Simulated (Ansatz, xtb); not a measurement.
**Relative energy of two isomers of CHOS**

Structure a is `O[C]=S`, a doublet and structure b is `O=[C]S`, a doublet. Both are isolated molecules in the gas phase, relaxed with B3LYP-D3(BJ)/6-311G**; the shapes shown needn't be the lowest conformers.

a (Å):

| atom | x (Å) | y (Å) | z (Å) |
| --- | --- | --- | --- |
| C | 0.0306 | 0.3159 | -0.3243 |
| O | 0.6240 | -0.6126 | -1.0132 |
| S | -1.4703 | 0.8436 | -0.1498 |
| H | -0.0084 | -1.1162 | -1.5649 |

b (Å):

| atom | x (Å) | y (Å) | z (Å) |
| --- | --- | --- | --- |
| C | -3.0305 | 1.4286 | -3.9449 |
| O | -1.9160 | 1.1109 | -4.1179 |
| S | -4.2153 | 0.7947 | -2.7351 |
| H | -3.3822 | -0.1091 | -2.1607 |

Problem. Estimate which is lower in electronic energy at CCSD(T)/def2-TZVPP, and by roughly how much.

Solution. The CCSD(T)/def2-TZVPP calculation puts structure b lower, by 47.8 kJ/mol.

How the difference moves with the method:

```json
{"level": "GFN2-xTB", "geometry": "GFN2-xTB", "E(b) − E(a) (kJ/mol)": "+2.4", "departure from the last row (kJ/mol)": "+50.2", "job, with rough time for the two": "optimisation, 1.2 s"}
{"level": "HF/STO-3G", "geometry": "GFN2-xTB", "E(b) − E(a) (kJ/mol)": "−77.2", "departure from the last row (kJ/mol)": "−29.4", "job, with rough time for the two": "single point, 2.3 s"}
{"level": "r2SCAN-D4/def2-SVP", "geometry": "GFN2-xTB", "E(b) − E(a) (kJ/mol)": "−43.1", "departure from the last row (kJ/mol)": "+4.6", "job, with rough time for the two": "single point, 8.9 s"}
{"level": "B3LYP-D3(BJ)/6-311G**", "geometry": "B3LYP-D3(BJ)/6-311G**", "E(b) − E(a) (kJ/mol)": "−48.9", "departure from the last row (kJ/mol)": "−1.2", "job, with rough time for the two": "optimisation, 82 s"}
{"level": "HF/def2-TZVPP", "geometry": "B3LYP-D3(BJ)/6-311G**", "E(b) − E(a) (kJ/mol)": "−48.7", "departure from the last row (kJ/mol)": "−0.9", "job, with rough time for the two": "part of the CCSD(T) run"}
{"level": "MP2/def2-TZVPP", "geometry": "B3LYP-D3(BJ)/6-311G**", "E(b) − E(a) (kJ/mol)": "−51.8", "departure from the last row (kJ/mol)": "−4.1", "job, with rough time for the two": "part of the CCSD(T) run"}
{"level": "CCSD(T)/def2-TZVPP", "geometry": "B3LYP-D3(BJ)/6-311G**", "E(b) − E(a) (kJ/mol)": "−47.8", "departure from the last row (kJ/mol)": "", "job, with rough time for the two": "single point, 1.8 min"}
```

As drawn, b has 1 C=O, 1 C–S, 1 S–H in place of 1 C–O, 1 C=S, 1 O–H.

GFN2-xTB puts the two in the other order. The largest departure from CCSD(T)/def2-TZVPP is that of GFN2-xTB, 50.2 kJ/mol.

With harmonic frequencies from B3LYP-D3(BJ)/6-311G** (ideal gas, rigid rotor, one conformer each, 298.15 K, 1 atm): the zero-point term adds −9.2 kJ/mol; ΔH is −55.8 and ΔG −58.0 kJ/mol.

Open shells are spin-unrestricted, with notable spin contamination under HF/STO-3G. The correlated steps freeze 7 core orbitals. Run with Ansatz 0.2.0, xtb 6.7.1; the last row on 1 thread of Intel(R) Xeon(R) Processor @ 2.50GHz (Skylake/Cascade Lake) on a shared host.
